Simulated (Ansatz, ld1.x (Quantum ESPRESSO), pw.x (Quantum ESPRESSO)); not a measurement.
**potassium (K): one change to the TM potential, in the atom and in the fcc crystal**

ld1.x (Quantum ESPRESSO) 7.5 input, shortened:

```
&input
   title='K', zed=19., rel=1, dft='PW', iswitch=3,
   config='[Ar] 3d-2 4s1 4p0'
 /
 &inputp
   pseudotype=2, tm=.true., lloc=0,
   nlcc=.false.
 /
3
4P  2  1   0.00   0.00  4.15  4.15  0.0
3D  3  2  -2.00   0.20  3.65  3.65  0.0
4S  1  0   1.00   0.00  2.75  2.75  0.0
 &test
   configts(1)='4s1 4p0'
 /
```

Change: wave 3d channel at 0.2 Ry: rc 3.65 bohr becomes 3d channel at -0.12 Ry: rc 3.65 bohr.

Cutoffs, loose and tight: the cutoffs (Ry, on a coarse ladder) from which the occupation-weighted sum of valence levels, in a spherical-Bessel basis at the reference potential, stays within 10 and 1 mRy of its value at 400 Ry. They do not see the model core or the augmentation charge, which bear on the density cutoff. Test errors are all-electron minus pseudo excitation energies from the reference, over the configurations 4s0.5 4p0; 4s0 4p1 (two spin-polarised tests are not counted in the largest error); variants that change the core or the reference have their own tests.

Crystal test: fcc K in pw.x 7.5, no spin, 9³ k-points, Fermi–Dirac smearing 0.01 Ry, cutoffs set for each file from its atomic test. The reference is all-electron LAPW (Ansatz 0.2.0) with the same functional, mesh and smearing; V0 and B0 come from Birch–Murnaghan fits to the pressures at five volumes. Errors are pseudo minus all-electron; Δ is the rms difference of the E(V) curves that follow from these fits, minima aligned, over ±6 % about the mean V0. Mesh and smearing are coarse, so the numbers serve the comparison and aren't converged zero-temperature values; the lattice is a test structure that the element need not adopt.

All-electron: a0 = 6.368 Å (V0 = 64.55 Å³/atom), B0 = 4.4 GPa.

Question: Does the change bring the crystal closer to the all-electron result?

Answer: The mean pressure error goes from -0.27 to -0.32 GPa, so the change moves the solid further from the all-electron pressures. Neither pressure curve crosses zero within the volumes sampled, so no fits are given.

```csv
quantity,base,changed
outcome (atom),generated,generated
"cutoff, loose (atom)",6 Ry,6 Ry
"cutoff, tight (atom)",10 Ry,10 Ry
bound ghosts (atom),none,none
largest test error (meV) (atom),+52,+52
cutoffs in pw.x (Ry),35/140,35/140
mean pressure error (GPa),-0.27,-0.32
```

Base: This is a poor potential for the solid. The logarithmic derivative shows an extra or strongly shifted pseudo pole above the reference energy (s near 1.51 Ry). Changed file: This is a poor potential for the solid. The logarithmic derivative shows an extra or strongly shifted pseudo pole above the reference energy (s near 1.51 Ry). The atomic cutoffs weigh occupied waves only.
